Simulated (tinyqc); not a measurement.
Worked calculation: CIS and TDHF on RHF in the sto-3g basis, frozen core, for HF, spin multiplicity 1. Computed by tinyqc, a small Python program that keeps every step (integrals from PySCF). Settings: charge = 0, multiplicity = 1, basis = sto-3g, method = RHF, frozen orbitals = 1, energy threshold = 1e-10, iteration cap = 72, orthogonalisation = symmetric, start = atomic densities, DIIS depth = 6, TDHF = 1. Command: `OMP_NUM_THREADS=1 python tinyqc.py 23932 23933 out.jsonl` (the two numbers bound the seeds that draw the settings). One thread of a shared host (Intel(R) Xeon(R) Processor @ 2.60GHz), about 0.08 s of CPU time with the checks. The early iterations of the SCF are left out here.

## One-electron integrals

Geometry (angstrom):

| atom | x | y | z |
|---|---|---|---|
| F | 0.000000 | 0.000000 | 0.000000 |
| H | 0.000000 | 0.000000 | 1.053000 |

Basis sto-3g: exponents (1/bohr^2) and contraction coefficients of normalised primitives:

| element | l (shell) | exponent | coefficient |
|---|---|---|---|
| F | s (1) | 166.679130 | 0.154329 |
| F | s (1) | 30.360812 | 0.535328 |
| F | s (1) | 8.216821 | 0.444635 |
| F | s (2) | 6.464803 | -0.099967 |
| F | s (2) | 1.502281 | 0.399513 |
| F | s (2) | 0.488588 | 0.700115 |
| F | p (3) | 6.464803 | 0.155916 |
| F | p (3) | 1.502281 | 0.607684 |
| F | p (3) | 0.488588 | 0.391957 |
| H | s (1) | 3.425251 | 0.154329 |
| H | s (1) | 0.623914 | 0.535328 |
| H | s (1) | 0.168855 | 0.444635 |

Overlap, kinetic and nuclear-attraction integrals over the contracted functions; the nuclear repulsion is the sum of Za Zb / Rab.

nuclear repulsion = 4.52288214 hartree

overlap S:
```
           1F 1s     1F 2s    1F 2px    1F 2py    1F 2pz     2H 1s
1F 1s   1.000000  0.237990  0.000000  0.000000  0.000000  0.035725
1F 2s   0.237990  1.000000  0.000000  0.000000  0.000000  0.363010
1F 2px  0.000000  0.000000  1.000000  0.000000  0.000000  0.000000
1F 2py  0.000000  0.000000  0.000000  1.000000  0.000000  0.000000
1F 2pz  0.000000  0.000000  0.000000  0.000000  1.000000  0.300110
2H 1s   0.035725  0.363010  0.000000  0.000000  0.300110  1.000000
```

kinetic energy T (hartree):
```
            1F 1s      1F 2s    1F 2px    1F 2py    1F 2pz      2H 1s
1F 1s   36.984577  -0.212858  0.000000  0.000000  0.000000  -0.006518
1F 2s   -0.212858   1.037995  0.000000  0.000000  0.000000   0.067262
1F 2px   0.000000   0.000000  3.248015  0.000000  0.000000   0.000000
1F 2py   0.000000   0.000000  0.000000  3.248015  0.000000   0.000000
1F 2pz   0.000000   0.000000  0.000000  0.000000  3.248015   0.178932
2H 1s   -0.006518   0.067262  0.000000  0.000000  0.178932   0.760032
```

nuclear attraction V (hartree):
```
             1F 1s       1F 2s      1F 2px      1F 2py      1F 2pz      2H 1s
1F 1s   -77.512122   -9.296409    0.000000    0.000000   -0.011419  -1.432818
1F 2s    -9.296409  -12.042391    0.000000    0.000000   -0.140231  -3.261689
1F 2px    0.000000    0.000000  -11.922092    0.000000    0.000000   0.000000
1F 2py    0.000000    0.000000    0.000000  -11.922092    0.000000   0.000000
1F 2pz   -0.011419   -0.140231    0.000000    0.000000  -12.004791  -2.361371
2H 1s    -1.432818   -3.261689    0.000000    0.000000   -2.361371  -5.636650
```

core Hamiltonian H = T + V (hartree):
```
             1F 1s       1F 2s     1F 2px     1F 2py     1F 2pz      2H 1s
1F 1s   -40.527545   -9.509266   0.000000   0.000000  -0.011419  -1.439336
1F 2s    -9.509266  -11.004395   0.000000   0.000000  -0.140231  -3.194428
1F 2px    0.000000    0.000000  -8.674077   0.000000   0.000000   0.000000
1F 2py    0.000000    0.000000   0.000000  -8.674077   0.000000   0.000000
1F 2pz   -0.011419   -0.140231   0.000000   0.000000  -8.756777  -2.182439
2H 1s    -1.439336   -3.194428   0.000000   0.000000  -2.182439  -4.876618
```

## Two-electron integrals

Functions are numbered as in S; the eight-fold symmetry (ij|kl) = (ji|kl) = (kl|ij) leaves the list below.

Two-electron integrals (ij|kl) in chemists' order, unique and non-zero (hartree):
```
(11|11) 5.403501   (21|11) 0.841920   (21|21) 0.156299   (22|11) 1.268028
(22|21) 0.292344   (22|22) 0.926167   (31|31) 0.027998   (32|31) 0.043169
(32|32) 0.204588   (33|11) 1.264502   (33|21) 0.292403   (33|22) 0.925959
(33|33) 0.997514   (41|41) 0.027998   (42|41) 0.043169   (42|42) 0.204588
(43|43) 0.053770   (44|11) 1.264502   (44|21) 0.292403   (44|22) 0.925959
(44|33) 0.889973   (44|44) 0.997514   (51|51) 0.027998   (52|51) 0.043169
(52|52) 0.204588   (53|53) 0.053770   (54|54) 0.053770   (55|11) 1.264502
(55|21) 0.292403   (55|22) 0.925959   (55|33) 0.889973   (55|44) 0.889973
(55|55) 0.997514   (61|11) 0.128140   (61|21) 0.023592   (61|22) 0.043863
(61|33) 0.043795   (61|44) 0.043795   (61|51) 0.000968   (61|52) 0.001818
(61|55) 0.044005   (61|61) 0.003598   (62|11) 0.329101   (62|21) 0.076913
(62|22) 0.272387   (62|33) 0.268373   (62|44) 0.268373   (62|51) 0.005249
(62|52) 0.041185   (62|55) 0.280147   (62|61) 0.011784   (62|62) 0.099147
(63|31) 0.007996   (63|32) 0.047589   (63|53) 0.008641   (63|63) 0.014598
(64|41) 0.007996   (64|42) 0.047589   (64|54) 0.008641   (64|64) 0.014598
(65|11) 0.225911   (65|21) 0.053468   (65|22) 0.202683   (65|33) 0.194054
(65|44) 0.194054   (65|51) 0.011183   (65|52) 0.076598   (65|55) 0.219711
(65|61) 0.008531   (65|62) 0.090495   (65|65) 0.096576   (66|11) 0.489637
(66|21) 0.116306   (66|22) 0.475403   (66|33) 0.459327   (66|44) 0.459327
(66|51) 0.009819   (66|52) 0.108927   (66|55) 0.507023   (66|61) 0.017927
(66|62) 0.223416   (66|65) 0.237048   (66|66) 0.774606
```

## Orthogonalisation

S = U s U^T; symmetric (Loewdin) form X = U s^(-1/2) U^T, so that X^T S X = 1.

eigenvalues of S: 0.503366  0.846312  1.000000  1.000000  1.127943  1.522379

X:
```
            1F 1s      1F 2s    1F 2px    1F 2py     1F 2pz      2H 1s
1F 1s    1.022974  -0.129996  0.000000  0.000000  -0.005300   0.018916
1F 2s   -0.129996   1.084346  0.000000  0.000000   0.050217  -0.216631
1F 2px   0.000000   0.000000  1.000000  0.000000   0.000000   0.000000
1F 2py   0.000000   0.000000  0.000000  1.000000   0.000000   0.000000
1F 2pz  -0.005300   0.050217  0.000000  0.000000   1.040556  -0.175620
2H 1s    0.018916  -0.216631  0.000000  0.000000  -0.175620   1.100666
```

## Iteration 7 (converged): orbitals

converged F (hartree):
```
             1F 1s      1F 2s     1F 2px     1F 2py     1F 2pz      2H 1s
1F 1s   -25.902857  -6.623744   0.000000   0.000000  -0.019946  -1.012200
1F 2s    -6.623744  -3.029431   0.000000   0.000000  -0.058333  -0.904143
1F 2px    0.000000   0.000000  -0.462014   0.000000   0.000000   0.000000
1F 2py    0.000000   0.000000   0.000000  -0.462014   0.000000   0.000000
1F 2pz   -0.019946  -0.058333   0.000000   0.000000  -0.286412  -0.514120
2H 1s    -1.012200  -0.904143   0.000000   0.000000  -0.514120  -0.435481
```

Diagonalise F' = X^T F X, C = X C', fill 5 alpha and 5 beta electrons from the bottom; D = 2 C_occ C_occ^T. Each column has its largest component positive (the first on a tie).

F' = X^T F X (hartree):
```
            1          2          3          4          5          6
1  -25.430853  -3.404459   0.000000   0.000000  -0.045065  -0.111811
2   -3.404459  -1.780684   0.000000   0.000000   0.081873  -0.449977
3    0.000000   0.000000  -0.462014   0.000000   0.000000   0.000000
4    0.000000   0.000000   0.000000  -0.462014   0.000000   0.000000
5   -0.045065   0.081873   0.000000   0.000000  -0.132297  -0.508359
6   -0.111811  -0.449977   0.000000   0.000000  -0.508359  -0.050087
```

orbital energies (hartree): MO1 -25.912390, MO2 -1.437817, MO3 -0.543341, MO4 -0.462014, MO5 -0.462014, MO6 0.499627

coefficients C:
```
              MO1        MO2        MO3        MO4       MO5        MO6
1F 1s    0.994847  -0.253973   0.067885   0.000000  0.000000   0.070204
1F 2s    0.021497   0.969026  -0.352842   0.000000  0.000000  -0.422120
1F 2px   0.000000   0.000000   0.000000  -0.180238  0.983623   0.000000
1F 2py   0.000000   0.000000   0.000000   0.983623  0.180238   0.000000
1F 2pz   0.002066   0.054058   0.690646   0.000000  0.000000  -0.797641
2H 1s   -0.004387   0.130499   0.560234   0.000000  0.000000   0.979124
```

D after iteration 7:
```
            1F 1s      1F 2s    1F 2px    1F 2py     1F 2pz      2H 1s
1F 1s    2.117662  -0.497345  0.000000  0.000000   0.070423   0.001049
1F 2s   -0.497345   2.127941  0.000000  0.000000  -0.382522  -0.142624
1F 2px   0.000000   0.000000  2.000000  0.000000   0.000000   0.000000
1F 2py   0.000000   0.000000  0.000000  2.000000   0.000000   0.000000
1F 2pz   0.070423  -0.382522  0.000000  0.000000   0.959836   0.787938
2H 1s    0.001049  -0.142624  0.000000  0.000000   0.787938   0.661824
```

Within a degenerate level the vectors are fixed only up to a rotation; this is one choice.

## Convergence

Stop when the energy changes by less than 1e-10 hartree and every element of the error matrix X^T (F D S - S D F) X is below 3e-06.

Course of the cycle:

| iteration | E (hartree) | change | largest element of the error matrix |
|---|---|---|---|
| 1 | -99.28699212 | - | 1.07e+00 |
| 2 | -98.51897503 | 7.68e-01 | 2.70e-01 |
| 3 | -98.56200519 | -4.30e-02 | 2.57e-02 |
| 4 | -98.56259779 | -5.93e-04 | 3.49e-03 |
| 5 | -98.56260545 | -7.65e-06 | 5.57e-05 |
| 6 | -98.56260545 | -1.92e-09 | 1.35e-06 |
| 7 | -98.56260545 | -9.81e-13 | 8.36e-09 |

PySCF RHF in the same basis = -98.56260545 hartree

Converged in 7 iterations.

## Integrals over molecular orbitals

(pq|rs) = sum C_ip C_jq C_kr C_ls (ij|kl), one index at a time.

one-electron integrals over orbitals h = C^T H C (hartree):
```
            1          2          3          4          5          6
1  -40.509755   0.712141  -0.180930   0.000000   0.000000  -0.191499
2    0.712141  -9.133098   0.553057   0.000000   0.000000   1.022734
3   -0.180930   0.553057  -7.276905   0.000000   0.000000   2.032535
4    0.000000   0.000000   0.000000  -8.674077   0.000000   0.000000
5    0.000000   0.000000   0.000000   0.000000  -8.674077   0.000000
6   -0.191499   1.022734   2.032535   0.000000   0.000000  -6.084967
```

Two-electron integrals over orbitals (pq|rs), unique and non-zero (hartree); the lowest 1 orbital is frozen and left out:
```
(22|22) 0.860943    (32|22) -0.034586   (32|32) 0.150440    (33|22) 0.731219
(33|32) -0.032775   (33|33) 0.727015    (42|42) 0.184701    (43|42) -0.037033
(43|43) 0.042242    (44|22) 0.885258    (44|32) -0.075292   (44|33) 0.723172
(44|44) 0.997514    (52|52) 0.184701    (53|52) -0.037033   (53|53) 0.042242
(54|54) 0.053770    (55|22) 0.885258    (55|32) -0.075292   (55|33) 0.723172
(55|44) 0.889973    (55|55) 0.997514    (62|22) -0.112453   (62|32) -0.059731
(62|33) -0.029432   (62|44) -0.110319   (62|55) -0.110319   (62|62) 0.093828
(63|22) -0.195604   (63|32) 0.091989    (63|33) -0.110898   (63|44) -0.217039
(63|55) -0.217039   (63|62) 0.049433    (63|63) 0.199720    (64|42) -0.036900
(64|43) -0.018182   (64|64) 0.030504    (65|52) -0.036900   (65|53) -0.018182
(65|65) 0.030504    (66|22) 0.664529    (66|32) 0.060859    (66|33) 0.664525
(66|44) 0.641543    (66|55) 0.641543    (66|62) -0.062368   (66|63) -0.019118
(66|66) 0.700839
```

## CIS matrix, singlets

A(ia,jb) = (e_a - e_i) d_ij d_ab + 2 (ia|jb) - (ij|ab).

CIS matrix A, singlet (hartree):
```
          2>6       3>6       4>6       5>6
2>6  1.460571  0.038006  0.000000  0.000000
3>6  0.038006  0.777883  0.000000  0.000000
4>6  0.000000  0.000000  0.381104  0.000000
5>6  0.000000  0.000000  0.000000  0.381104
```

## CIS singlet states

dipole integrals <i|r|a> (bohr):
```
             x          y         z
2>6   0.000000   0.000000  0.027462
3>6   0.000000   0.000000  1.035199
4>6   0.003538  -0.019308  0.000000
5>6  -0.019308  -0.003538  0.000000
```

Diagonalise A (1 hartree = 27.211386 eV); each vector has its largest component positive (the first on a tie). The transition dipole is mu = sqrt2 sum c_ia <i|r|a>.

singlet excitation energies (eV): 10.370381  10.370381  21.109868  39.801551

lowest vectors:
```
       state 1   state 2    state 3   state 4
2>6   0.000000  0.000000  -0.055414  0.998463
3>6   0.000000  0.000000   0.998463  0.055414
4>6  -0.015579  0.999879   0.000000  0.000000
5>6   0.999879  0.015579   0.000000  0.000000
```

oscillator strengths 2/3 w |mu|^2: 0.000196  0.000196  1.101809  0.014019

Within a degenerate level the vectors are fixed only up to a rotation; this is one choice.

## TDHF (RPA) singlet states

B(ia,jb) = 2 (ia|jb) - (ib|ja); the squared energies are the eigenvalues of (A - B)(A + B); 1 hartree = 27.211386 eV.

TDHF matrix B, singlet (hartree):
```
          2>6       3>6       4>6       5>6
2>6  0.093828  0.049433  0.000000  0.000000
3>6  0.049433  0.199720  0.000000  0.000000
4>6  0.000000  0.000000  0.030504  0.000000
5>6  0.000000  0.000000  0.000000  0.030504
```

squared energies w^2 (hartree^2): 0.144310  0.144310  0.561939  2.125739

TDHF energies from the positive w^2 (eV): 10.337110  10.337110  20.398363  39.673968

## CIS matrix, triplets

A(ia,jb) = (e_a - e_i) d_ij d_ab - (ij|ab).

CIS matrix A, triplet (hartree):
```
           2>6        3>6       4>6       5>6
2>6   1.272914  -0.060859  0.000000  0.000000
3>6  -0.060859   0.378443  0.000000  0.000000
4>6   0.000000   0.000000  0.320097  0.000000
5>6   0.000000   0.000000  0.000000  0.320097
```

## CIS triplet states

Diagonalise A (1 hartree = 27.211386 eV); each vector has its largest component positive (the first on a tie).

triplet excitation energies (eV): 8.710290  8.710290  10.185788  34.749914

lowest vectors:
```
       state 1   state 2   state 3    state 4
2>6   0.000000  0.000000  0.067572   0.997714
3>6   0.000000  0.000000  0.997714  -0.067572
4>6  -0.039035  0.999238  0.000000   0.000000
5>6   0.999238  0.039035  0.000000   0.000000
```

Within a degenerate level the vectors are fixed only up to a rotation; this is one choice.

## TDHF (RPA) triplet states

B(ia,jb) = - (ib|ja); the squared energies are the eigenvalues of (A - B)(A + B); 1 hartree = 27.211386 eV.

TDHF matrix B, triplet (hartree):
```
           2>6        3>6        4>6        5>6
2>6  -0.093828  -0.049433   0.000000   0.000000
3>6  -0.049433  -0.199720   0.000000   0.000000
4>6   0.000000   0.000000  -0.030504   0.000000
5>6   0.000000   0.000000   0.000000  -0.030504
```

squared energies w^2 (hartree^2): 0.096807  0.101532  0.101532  1.620551

TDHF energies from the positive w^2 (eV): 8.466484  8.670650  8.670650  34.640329
